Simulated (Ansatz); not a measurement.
Consider the formal exchange of groups at a C–C bond: `CC(C)C#N` + SiH₄ → `N#C[SiH3]` + `CCC`.

Gas-phase electronic energies from Ansatz, PBE0-D4/def2-TZVP geometries. CCSD(T)/CBS adds triple-zeta CCSD(T) − MP2 to the extrapolated MP2 energy (def2 sets, frozen cores). This one scheme is used for every species. DFT in def2-TZVPP.

CCSD(T)/CBS gives -39.1 kJ/mol.

(1) Another level gave -36.9 kJ/mol. Which?
A. BLYP/def2-TZVPP
B. PBE0-D4/def2-TZVPP
C. LDA (SPW92)/def2-TZVPP
D. CCSD(T)/def2-TZVPP

Largest T1 diagnostic among the species: 0.013.

Answers

(1) D. CCSD(T)/def2-TZVPP -36.9, PBE0-D4 -32.5, LDA (SPW92) -24.0, BLYP -41.9 kJ/mol.

From BLYP to BHLYP (50 % exact exchange), in def2-TZVPP and without D4, ΔE moves by +3.0 kJ/mol. At CCSD(T), def2-SVP lies +10.4 kJ/mol from the extrapolated value and def2-TZVPP +2.2 kJ/mol. Leaving LDA and LC-ωPBE aside and taking each functional with its dispersion term where it has one, the values, not all of them listed here, spread over 7.3 kJ/mol, from B2PLYP to PBE0-D4. LDA lies +11.4 kJ/mol from PBE without D4.
